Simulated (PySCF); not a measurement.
The numbers are results of PBE-D3(BJ)/def2-TZVP // B3LYP-D3(BJ)/def2-TZVP (PySCF 2.14.0), not measurements. Isolated molecules, 0 K electronic values unless said otherwise. One relaxed conformer stands for a flexible species; it need not be the lowest. Delta-SCF ions had no search for a lower state. 

Reference species (SMILES): `C=O` (neutral, multiplicity 1).

| Item | Value |
|---|---|
| vertical ionisation energy (Delta-SCF) | 10.72 eV |
| S1 oscillator strength | 0.000 |

Changed species: `O=CC=O` (O–C–C–O torsion 180°) (X = formyl; the reference has X = H).

Task: Give the shifts of the vertical ionisation energy (Delta-SCF) and S1 oscillator strength.

Result: the vertical ionisation energy (Delta-SCF) decreases by 0.81 eV, to 9.91 eV; the S1 oscillator strength hardly moves.
